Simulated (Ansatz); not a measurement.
A displaced shape of singlet N₂:

```yaml
atoms:
  - { symbol: N, position_ang: [0.0250, -0.0127, -0.5075] }
  - { symbol: N, position_ang: [-0.0010, -0.0490, 0.5392] }
```

It was optimised with PBE0/def2-SVP in Ansatz (development build ahead of 0.2.0) to forces under 0.001 eV/Å, with restricted orbitals. Each step stands on the lowest determinant of that kind that the program's search found.

What shape does it relax to, and how does the optimisation go?

```xyz
2

N     0.0256   -0.0118   -0.5325
N    -0.0016   -0.0499    0.5642
```

Bond lengths: N1–N2 1.098 Å.

```csv
step,E − E(start) (eV),largest force (eV/Å)
1,0.0000,9.8567
2,-0.2101,2.6613
3,-0.2331,0.2861
4,-0.2334,0.0124
5,-0.2334,0.0001
```

The optimisation ended after 5 steps with its threshold met.
